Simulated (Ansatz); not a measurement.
Reaction (SMILES): C1CCC1 + 4 C (CH4) → 4 CC (C2H6)

Property: bond separation energy (enthalpy at 298 K), in kcal/mol. Terms: 6-31G* and kin with 6d, 5d where marked; 6-311+G** with 5d; frozen cores in correlated levels; non-relativistic; no spin-orbit coupling; LANL2DZ all-electron up to Ne. CBS marks a two-point X^-3 extrapolation of the correlation energy; Hartree-Fock from the larger set. The bracket is a focal-point correction in the basis named. Ab initio and DFT rows: single points at B3LYP-D3(BJ) geometries (Ansatz, a quantum-chemistry and plane-wave program), with unscaled harmonic terms from B3LYP/6-31G* (Ansatz) at its own minima.

Measured values: Active Thermochemical Tables 1.112 (ions: stationary electron), as tabulated in the package chemicals; G2/97 table in ASE (Curtiss et al.); they hold spin-orbit and core effects, anharmonicity. 

Value to compare with, the measured value: -15.6 kcal/mol.

```json
[
 {"level": "MP2/STO-3G", "program": "Ansatz", "bond separation energy (enthalpy at 298 K) (kcal/mol)": "-20.4", "error": "-4.8"},
 {"level": "MP2/3-21G", "program": "Ansatz", "bond separation energy (enthalpy at 298 K) (kcal/mol)": "-17.2", "error": "-1.6"},
 {"level": "MP2/LANL2DZ", "program": "Ansatz", "bond separation energy (enthalpy at 298 K) (kcal/mol)": "-14.2", "error": "1.4"},
 {"level": "MP2/6-31G*", "program": "Ansatz", "bond separation energy (enthalpy at 298 K) (kcal/mol)": "-15.7", "error": "-0.1"},
 {"level": "MP2/6-311+G**", "program": "Ansatz", "bond separation energy (enthalpy at 298 K) (kcal/mol)": "-15.8", "error": "-0.2"},
 {"level": "RI-MP2/CBS(cc-pVTZ,cc-pVQZ)+[CCSD(T)-MP2]/cc-pVTZ", "program": "Ansatz", "bond separation energy (enthalpy at 298 K) (kcal/mol)": "-16.2", "error": "-0.6"}
]
```

Among the 5 habitual levels, MP2/STO-3G lies farthest from the measured value (-4.8 kcal/mol); 1 of 5 lie above it, and their mean absolute error is 1.6 kcal/mol, the median 1.4. One case shows no general order.

The sets are all those run for this method; left out are runs that failed, that the program found above a lower state of the same kind, or whose <S^2> lies over 0.5 above the pure value.
